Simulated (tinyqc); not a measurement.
MP2 on RHF in the sto-3g basis, for CH3+, spin multiplicity 1, step by step. One step of it, computed by the program tinyqc.

Question. Orthogonalisation. S = U s U^T; canonical form X = U s^(-1/2), so that X^T S X = 1. Each column of U has its largest component positive (the first on a tie).

overlap S, order 1C 1s, 1C 2s, 1C 2px, 1C 2py, 1C 2pz, 2H 1s, 3H 1s, 4H 1s:
```
[[1.000000, 0.248362, 0.000000, 0.000000, 0.000000, 0.046870, 0.046968, 0.046968],
 [0.248362, 1.000000, 0.000000, 0.000000, 0.000000, 0.422850, 0.423333, 0.423333],
 [0.000000, 0.000000, 1.000000, 0.000000, 0.000000, 0.422299, -0.211305, -0.211305],
 [0.000000, 0.000000, 0.000000, 1.000000, 0.000000, 0.000000, 0.366028, -0.366028],
 [0.000000, 0.000000, 0.000000, 0.000000, 1.000000, -0.018831, -0.018860, -0.018860],
 [0.046870, 0.422850, 0.422299, 0.000000, -0.018831, 1.000000, 0.101507, 0.101507],
 [0.046968, 0.423333, -0.211305, 0.366028, -0.018860, 0.101507, 1.000000, 0.101627],
 [0.046968, 0.423333, -0.211305, -0.366028, -0.018860, 0.101507, 0.101627, 1.000000]]
```

Give: eigenvalues of S; X.

Answer.

eigenvalues of S: [0.333, 0.429, 0.429, 0.968, 1.003, 1.469, 1.469, 1.899]

X, order 1C 1s, 1C 2s, 1C 2px, 1C 2py, 1C 2pz, 2H 1s, 3H 1s, 4H 1s:
```
[[-0.358, 0.000, -0.001, 0.915, 0.295, 0.000, 0.000, 0.178],
 [1.312, 0.000, 0.003, -0.016, 0.037, 0.000, 0.000, 0.473],
 [-0.003, 0.000, 1.025, 0.000, 0.000, 0.611, 0.000, 0.000],
 [0.000, 1.025, 0.000, 0.000, 0.000, 0.000, 0.611, 0.000],
 [-0.053, 0.000, 0.000, -0.316, 0.948, 0.000, 0.000, -0.019],
 [-0.617, 0.000, -0.924, -0.179, -0.058, 0.453, 0.000, 0.300],
 [-0.621, -0.800, 0.460, -0.179, -0.058, -0.226, 0.392, 0.301],
 [-0.621, 0.800, 0.460, -0.179, -0.058, -0.226, -0.392, 0.301]]
```
